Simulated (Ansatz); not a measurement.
Reaction: C3H2FN ((E)-3-fluoroprop-2-enenitrile, SMILES N#C/C=C/F) → CN (SMILES [C]#N, doublet) + C2H2F (SMILES [H]/[C]=C\F, doublet) (the C-C bond breaks)
Each species at its own B3LYP-D3(BJ)/def2-TZVP minimum (Ansatz, a quantum-chemistry and plane-wave program).

Property: bond dissociation energy (electronic), in kcal/mol. Radicals and triplets start from unrestricted determinants; spin-orbit coupling is neglected. CBS(X,Y): correlation extrapolated as X^-3, Hartree-Fock from the larger set. A bracket is a step between two methods taken in the basis named. The functionals are non-relativistic, so their misses hold any scalar relativity. Double hybrids freeze cores in their MP2 part. '+ core + X2C': CCSD(T) terms for core correlation (cc-pwCVTZ) and scalar relativity (cc-pVTZ-DK). The restricted determinant of C3H2FN (N#C/C=C/F, singlet) is unstable towards broken spin symmetry in at least one set run. The UHF reference of CN ([C]#N, doublet) is spin-contaminated (<S^2> up to 0.37 over the pure value in the sets run). The UHF reference of C2H2F ([H]/[C]=C\F, doublet) is spin-contaminated (<S^2> up to 0.18 over the pure value in the sets run).

CCSD(T)/CBS(cc-pVTZ,cc-pVQZ) + [CCSDT(Q) - CCSD(T)]/cc-pVDZ + core + X2C (Ansatz) gives 138.4 kcal/mol.

Question: What does PBE/def2-TZVPD (Ansatz) give here, and how do the other levels compare?

Answer: PBE gives 138.7 kcal/mol, 0.3 kcal/mol above it. Differences of the others: r2SCAN/def2-TZVPD (Ansatz) -2.7; B3LYP/def2-TZVPD (Ansatz) -0.7; PBE0/def2-TZVPD (Ansatz) 3.2; wB97M-V/def2-TZVPD (Ansatz) 6.4; B2PLYP/def2-TZVPD (Ansatz) 1.0; CCSD(T)/CBS(cc-pVTZ,cc-pVQZ) + core + X2C (Ansatz) 2.1 kcal/mol.
